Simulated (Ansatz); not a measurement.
# One shape, several levels: BHSCl (SMILES S[B]Cl)

Aim: a comparison of 6 runs (U-revPBE/STO-3G, U-wB97X/STO-3G, UHSE06/STO-3G, UBCCD(T)/STO-3G, UCCSD(T)/STO-3G, FCI/STO-3G) of BHSCl. 

Program for the calculation: Ansatz 0.2.0.

75 further runs of the same task are left out: 2 that didn't finish, 73 set aside as unsound or not needed.

### Step 1. The system as given

BHSCl: 4 atoms, total charge 0, spin state doublet. As SMILES, `S[B]Cl`. The B2–S1 distance was set to 3.532 Å, away from the relaxed value. At this shape a bond of the SMILES string is far longer than usual.

Bond lengths: B2–Cl3 1.722 Å, S1–H4 1.344 Å.

### Step 2. A single-point energy at U-revPBE/STO-3G (run 1)

File run.yaml:

```yaml
crystal:
  periodic: [false, false, false]
  atoms:
    - symbol: S
      position_ang: [1.432387, -2.053881, 1.408587]
    - symbol: B
      position_ang: [-0.299600, 0.475700, -0.345800]
    - symbol: Cl
      position_ang: [-2.014100, 0.616000, -0.427300]
    - symbol: H
      position_ang: [2.668887, -1.627681, 1.098587]
basis:
  gaussian:
    orbitals: STO-3G
total_charge: 0
magnetization:
  spin_polarized: true
  initial_magnetization: 1
hamiltonian:
  xc: {name: revPBE}
accuracy: high
```

The run is started by

```sh
$ ansatz run run.yaml --threads 1 --pin off --max-ram 2610MiB --events-out events.jsonl --progress --plain --runs-dir runs
```

Log:

```text
Warning: RAYON_NUM_THREADS=1 ignored (pool sized by the plan → 1); use --threads N
Functional definition: revPBE
  name "revPBE"
  parameter kappa = 1.245
  parameter beta = 0.06672455060314922
  exchange = pbe_x(kappa = kappa, mu = beta*pi^2/3)
  correlation = pbe_c(beta = beta)
391 factors; integrals over basis functions are off by at most 2.7e-8 eV
mean field evaluation 1: about -23775.6387 eV, gradient 6.8e0 eV
mean field evaluation 2: about -23749.2454 eV, gradient 4.7e1 eV
mean field evaluation 4: about -23776.1869 eV, gradient 1.3e0 eV
mean field evaluation 8: about -23776.1938 eV, gradient 7.4e-2 eV
mean field evaluation 16: about -23776.1947 eV, gradient 1.4e-3 eV
mean field evaluation 32: about -23776.1956 eV, gradient 2.8e-8 eV
mean field evaluation 64: about -23774.9098 eV, gradient 4.9e0 eV
mean field -23776.19562676 eV, -873.7590731991 hartree, gradient 3.1e-8 eV, S^2 0.759153; 7 other end points of the search recorded, 0 dependent functions left out
reference -23776.19562918 eV, -873.7590732880 hartree; 20, 19 occupied and 4, 5 virtual orbitals, 391 factors
Total energy: -23776.19562918 eV, -873.7590732880 hartree
```

Wall time 7.2 s (1 thread of Arm Neoverse V1, shared host); peak memory 0.13 GiB.

### Step 3. The energy at U-wB97X/STO-3G (run 2)

File run.yaml:

```yaml
crystal:
  periodic: [false, false, false]
  atoms:
    - {symbol: S, position_ang: [1.432387, -2.053881, 1.408587]}
    - {symbol: B, position_ang: [-0.299600, 0.475700, -0.345800]}
    - {symbol: Cl, position_ang: [-2.014100, 0.616000, -0.427300]}
    - {symbol: H, position_ang: [2.668887, -1.627681, 1.098587]}
basis:
  gaussian:
    orbitals: STO-3G
total_charge: 0
magnetization:
  spin_polarized: true
  initial_magnetization: 1
hamiltonian:
  xc: {name: wB97X}
accuracy: high
```

The run is started by

```sh
$ ansatz run run.yaml --threads 1 --pin off --max-ram 2610MiB --events-out events.jsonl --progress --plain --runs-dir runs
```

Log (excerpt; [...] marks lines left out):

```text
Warning: RAYON_NUM_THREADS=1 ignored (pool sized by the plan → 1); use --threads N
Functional definition: wB97X
  name "wB97X"
[...]
      + exact_x_lr(omega)
[...]
      + integral(e_c_pw_opposite_spin*poly(b97_u_opposite, 1, cos1, cos2, cos3, cos4))
391 factors; integrals over basis functions are off by at most 2.7e-8 eV
159 factors; integrals over basis functions are off by at most 9.5e-10 eV
[...]
mean field -23780.75456220 eV, -873.9266109866 hartree, gradient 8.8e-8 eV, S^2 0.756383; 6 other end points of the search recorded, 0 dependent functions left out
reference -23780.75456058 eV, -873.9266109269 hartree; 20, 19 occupied and 4, 5 virtual orbitals, 391 factors
Total energy: -23780.75456058 eV, -873.9266109269 hartree
```

It took 35 s on 1 thread of Arm Neoverse V1, shared host; peak memory 0.41 GiB.

### Step 4. A single-point energy at UHSE06/STO-3G (run 3)

File molecule.yaml:

```yaml
crystal:
  periodic: [false, false, false]
  atoms:
    - symbol: S
      position_ang: [1.432387, -2.053881, 1.408587]
    - symbol: B
      position_ang: [-0.299600, 0.475700, -0.345800]
    - symbol: Cl
      position_ang: [-2.014100, 0.616000, -0.427300]
    - symbol: H
      position_ang: [2.668887, -1.627681, 1.098587]
basis:
  gaussian:
    orbitals: STO-3G
magnetization:
  spin_polarized: true
  initial_magnetization: 1
hamiltonian:
  xc: hse06
accuracy: high
```

The run is started by

```sh
$ ansatz run molecule.yaml --threads 1 --pin off --max-ram 2610MiB --events-out events.jsonl --progress --plain --runs-dir runs
```

Log:

```text
Warning: RAYON_NUM_THREADS=1 ignored (pool sized by the plan → 1); use --threads N
Functional definition: HSE06
  name "HSE06"
  parameter a = 0.25
  parameter omega = 0.11/bohr
  exchange = pbe_x - a*pbe_x_sr(omega) + a*exact_x_sr(omega)
  correlation = pbe_c
391 factors; integrals over basis functions are off by at most 2.7e-8 eV
69 factors; integrals over basis functions are off by at most 1.0e-9 eV
mean field evaluation 1: about -23771.0935 eV, gradient 8.3e0 eV
mean field evaluation 2: about -23770.8399 eV, gradient 1.2e1 eV
mean field evaluation 4: about -23771.9940 eV, gradient 3.7e-1 eV
mean field evaluation 8: about -23771.9902 eV, gradient 5.4e-2 eV
mean field evaluation 16: about -23771.9920 eV, gradient 1.9e-4 eV
mean field evaluation 32: about -23771.9851 eV, gradient 3.6e-2 eV
mean field -23771.99195059 eV, -873.6045909491 hartree, gradient 8.1e-8 eV, S^2 0.773353; 6 other end points of the search recorded, 0 dependent functions left out
reference -23771.99195253 eV, -873.6045910206 hartree; 20, 19 occupied and 4, 5 virtual orbitals, 391 factors
Total energy: -23771.99195253 eV, -873.6045910206 hartree
```

It took 7.8 s on 1 thread of Arm Neoverse V1, shared host; peak memory 0.14 GiB.

Runs 4 to 5 aren't shown in full; the table further down has their settings and results.

### Step 5. A single-point energy at FCI/STO-3G (run 6)

File in.yaml:

```yaml
crystal:
  periodic: [false, false, false]
  atoms:
    - {symbol: S, position_ang: [1.432387, -2.053881, 1.408587]}
    - {symbol: B, position_ang: [-0.299600, 0.475700, -0.345800]}
    - {symbol: Cl, position_ang: [-2.014100, 0.616000, -0.427300]}
    - {symbol: H, position_ang: [2.668887, -1.627681, 1.098587]}
basis:
  gaussian:
    orbitals: STO-3G
magnetization:
  spin_polarized: true
  initial_magnetization: 1
accuracy: high
correlation:
  method: fci
  frozen_orbitals: {B: 1, Cl: 5, H: 0, S: 5}
```

The run is started by

```sh
$ ansatz run in.yaml --threads 1 --pin off --max-ram 2610MiB --events-out events.jsonl --progress --plain --runs-dir runs
```

Log (excerpt; [...] marks lines left out):

```text
Warning: RAYON_NUM_THREADS=1 ignored (pool sized by the plan → 1); use --threads N
Functional definition: HF
  name "HF"
[...]
391 factors; integrals over basis functions are off by at most 2.7e-8 eV
[...]
mean field -23743.74252999 eV, -872.5664438905 hartree, gradient 2.9e-8 eV, S^2 1.075856; 13 other end points of the search recorded, 0 dependent functions left out
11 core orbitals not correlated: weight in the atoms' cores, before any rotation towards them, 1.000 or more for the frozen orbitals, at most 0.000 for the correlated occupied ones
reference -23743.58297415 eV, -872.5605803214 hartree; 9, 8 occupied and 4, 5 virtual orbitals, 391 factors
state -23745.99719233 eV, -872.6493012032 hartree
Total energy: -23745.99719233 eV, -872.6493012032 hartree
```

It took 16 s on 1 thread of Arm Neoverse V1, shared host; peak memory 0.23 GiB.

### Step 6. The series

```tsv
run	level	frozen core orbitals	energy (Eh)	⟨S²⟩	wall time
1	U-revPBE/STO-3G	–	-873.759073	0.759	7.2 s
2	U-wB97X/STO-3G	–	-873.926611	0.756	35 s
3	UHSE06/STO-3G	–	-873.604591	0.773	7.8 s
4	UBCCD(T)/STO-3G	11	-872.649010	1.076	1.5 s
5	UCCSD(T)/STO-3G	11	-872.648806	1.076	1.4 s
6	FCI/STO-3G	11	-872.649301	–	16 s
```

### Step 7. Summary of results

| quantity | value |
| --- | --- |
| run 6: total energy | -872.64930 Eh |
| run 6: correlation energy (11 core orbitals frozen) | -88.7 mEh |

In words: Against full CI in this basis: UBCCD(T) +0.3 mEh; UCCSD(T) +0.5 mEh. Totals of different functionals can't be ranked against each other. In runs 1, 2, 3, 4, 5, 6 the basis is minimal, so the values are rough. Spin contamination of the reference: run 4 ⟨S²⟩ = 1.08, run 5 ⟨S²⟩ = 1.08, run 6 ⟨S²⟩ = 1.08. All runs together took 69 s, the longest 35 s.
